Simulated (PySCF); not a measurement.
## Structure from NMR data

An unknown has the formula C3H7NO. Its calculated NMR data are:

1H NMR (400 MHz, computed): δ 4.70 (br, 1H), 4.59 (br, 1H), 2.09 (q, J = 8.4 Hz, 2H), 1.09 (t, J = 8.4 Hz, 3H).

13C{1H} NMR (computed): δ 183.8 (C), 30.4 (CH2), 9.6 (CH3).

Theory: geometry: PBE0-D3(BJ)/def2-SVP, shieldings: GIAO CAM-B3LYP/pcSseg-2, J: B3LYP/pcJ-1 (spin–dipole term only in couplings to heteroatoms), in PySCF 2.14.0 with density-fitted response routines (rapidly exchanging positions averaged, relativity neglected, gas phase, one conformer).

Shifts are taken against calculated references (same method and geometry level): 1H (σ = 31.34 ppm) and 13C (σ = 182.55 ppm) against TMS.

Q: Propose a structure and justify it.

A: 
1. Rings plus π bonds: 1 (no ring in the answer).
2. 3 carbon signals for 3 carbons: no two carbons are equivalent.
3. Carbon types of the structure: 1 × C, 1 × CH2, 1 × CH3, leaving 2 H on heteroatoms.
4. δC 183.8: amide carbonyl carbon; lone-pair donation from the attached heteroatom keeps it upfield of a ketone carbonyl.
5. δC 30.4: sp3 CH2 α to a carbonyl; α to the electron-withdrawing carbonyl group.
6. δC 9.6: methyl carbon; a saturated carbon with 1 carbon neighbour and no heteroatom attached.
7. δH 4.70, 4.59: hydrogen on an amide-type nitrogen; labile proton, position sensitive to the medium.
8. δH 2.09: hydrogen on an sp3 CH2 α to a carbonyl; α to C=O.
9. δH 1.09: hydrogen on a methyl carbon.
10. The protons at 1.09 and 2.09 share a coupling of 8.4 Hz (vicinal).

Structure: Propanamide (SMILES CCC(N)=O).

The shifts were computed for this structure.

OH/NH shifts are gas-phase values; hydrogen bonding in solution moves them, usually downfield. The two substituents on the amide-type nitrogen aren't averaged: C–N rotation is slow on the NMR time scale. Splittings below 1 Hz are ignored in the labels, and close J values are merged. Unscaled 3J(H,H) at this level run about 10 % above measured values. Shifts are as computed, not scaled to solution data. Of 1211 compounds with measured shifts, 218 miss one by over three times the rms of a fit or turn the order of signals round; such compounds aren't used in these exercises. Hydrogen bonding in solution deshields acid and N–H amide carbonyl carbons by as much as 10 ppm beyond these values.
